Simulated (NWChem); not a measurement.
# wB97X/def2-TZVP run of LiH (SMILES [LiH])

What is the vertical ionisation energy of LiH at wB97X/def2-TZVP? 

Program for the calculation: NWChem 7.3.0.

4 further runs of the same task are left out: 4 set aside as unsound or not needed.

## Step 1: Starting point

LiH has 2 atoms, charge 0, and is taken as a singlet. As SMILES, `[LiH]`. The bond length is the measured one.

Bond lengths: Li1–H2 1.596 Å.

## Step 2: A single-point energy at wB97X/def2-TZVP

Input file hli.nw:

```
START hli
memory total 2200 mb
GEOMETRY units angstrom noautosym nocenter noautoz
  Li     0.000000     0.000000     0.000000
  H      0.000000     0.000000     1.595700
END
BASIS spherical bse
  Li library def2-TZVP
  H library def2-TZVP
END
DFT
  xc wb97x
  grid fine
  convergence energy 1e-08
  iterations 100
  mulliken
  noprint "final vectors analysis"
END
TASK dft
```

The run is started by

```console
nwchem hli.nw > hli.out
```

The program printed:

```text
[...]
          Wavefunction type:  closed shell.
          No. of atoms     :     2
          No. of electrons :     4
[...]
          Charge           :     0
          Spin multiplicity:     1
[...]
          AO basis - number of functions:    20
[...]
              XC Information
              --------------
                       wb97x  Method XC Functional
                     Hartree-Fock (Exact) Exchange  1.000
                         wb97x Exchange Functional  1.000
                      wb97x Correlation Functional  1.000
[...]
 d= 0,ls=0.0,diis     1     -8.0666581920 -9.06D+00  8.67D-03  4.84D-02     0.2
[...]
 d= 0,ls=0.0,diis     7     -8.0741118854 -1.77D-09  1.79D-06  7.25D-11     1.0
         Total DFT energy =       -8.074111885385
      One electron energy =      -12.451185107016
           Coulomb energy =        5.610735842966
    Exchange-Corr. energy =       -2.228543706125
 Nuclear repulsion energy =        0.994881084790
[...]
      Total Density - Mulliken Population Analysis
     ---------------------------------------------
    Atom       Charge   Shell Charges
 -----------   ------   -------------------------------------------------------
    1 Li   3     2.62   0.37  1.27  0.34  0.30  0.13  0.00  0.06  0.15
    2 H    1     1.38   0.22  0.57  0.59  0.00
[...]
```

Run time: 1.6 s. Hardware: 1 thread of Intel Xeon Platinum 8488C (Sapphire Rapids), shared host; peak memory 0.11 GiB.

## Step 3: The doublet cation, same level

Input file hli.xyz:

```xyz
2
HLi wB97X
Li     0.000000     0.000000     0.000000
H      0.000000     0.000000     1.595700
```

Input file hli.nw:

```
start hli
title "HLi wB97X"
memory 2200 mb
charge 1
geometry units angstrom noautosym nocenter noautoz
  load format xyz hli.xyz
end
basis spherical bse
  Li library def2-TZVP
  H library def2-TZVP
end
dft
  xc wb97x
  mult 2
  grid fine
  convergence energy 1e-08
  iterations 100
  mulliken
  print low
end
task dft
```

The run is started by

```console
nwchem hli.nw > hli.out
```

The program printed:

```text
[...]
 d= 0,ls=0.0,diis     1     -7.7521702327 -8.75D+00  7.21D-03  4.60D-02     0.3
[...]
 d= 0,ls=0.0,diis     7     -7.7757644516 -2.26D-10  2.02D-07  3.52D-12     1.1
[...]
         Total DFT energy =       -7.775764451619
      One electron energy =      -11.065703414210
           Coulomb energy =        4.325566785151
    Exchange-Corr. energy =       -2.030508907350
 Nuclear repulsion energy =        0.994881084790
[...]
      Total Density - Mulliken Population Analysis
     ---------------------------------------------
    Atom       Charge   Shell Charges
 -----------   ------   -------------------------------------------------------
    1 Li   3     2.10   0.36  1.28  0.35  0.06 -0.01  0.00  0.03  0.02
    2 H    1     0.90   0.19  0.54  0.17  0.00
[...]
      <S2> =      0.7500 (Exact =     0.7500)
[...]
```

Wall time 1.6 s (1 thread of Intel Xeon Platinum 8488C (Sapphire Rapids), shared host); peak memory 0.11 GiB.

## Step 4: Outcome

Level: wB97X/def2-TZVP.

| quantity | value |
| --- | --- |
| singlet LiH: total energy | -8.07411 Eh |
| singlet LiH: dipole moment | 5.94 D |
| doublet cation: total energy | -7.77576 Eh |
| doublet cation: ⟨S²⟩ | 0.750 |
| vertical ionisation energy (to the doublet cation) | 8.118 eV |

In words: Removing an electron at fixed nuclei costs 8.12 eV (783 kJ/mol).
